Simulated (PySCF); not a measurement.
Worked example for methyleneamidogen anion: proton affinity at atom N2

Structure: `C=[N-]` ([CH2N]-). Numbering: `[CH2:1]=[N-:2]`

Computed at PBE0-D3(BJ)/ma-def2-TZVP // PBE0-D3(BJ)/ma-def2-SVP with PySCF (density fitting, grid level 2). The prefix ma- adds one diffuse s and one diffuse p function on all atoms but H. Zero-point and thermal terms (298.15 K, 1 bar) come from unscaled PBE0-D3(BJ)/ma-def2-SVP harmonic frequencies, with soft modes damped to free rotors in the entropy.

Step: `C=N` → `C=[N-]` + H⁺.

| species | charge | multiplicity | E / Eh |
| --- | --- | --- | --- |
| `C=N` | 0 | 1 | -94.551865 |
| `C=[N-]` | -1 | 1 | -93.916829 |

Thermal terms, products less reactant: Δ(H − E) = -38.39 kJ/mol, Δ(G − E) = -68.24 kJ/mol (the bare proton has no electronic energy, H = 5/2 RT). 1 Eh = 2625.50 kJ/mol.

**Question.** What are ΔE, ΔH and ΔG of this step?

**Answer.** ΔE = 0.635036 Eh = 1667.29 kJ/mol; ΔH = 1628.9 kJ/mol; ΔG = 1599.0 kJ/mol, all in the gas phase at 298.15 K and 1 bar. The digits show the arithmetic; the method itself can be off by 10 kJ/mol or more. The Active Thermochemical Tables (1.112) give ΔH = 1630.6 kJ/mol.
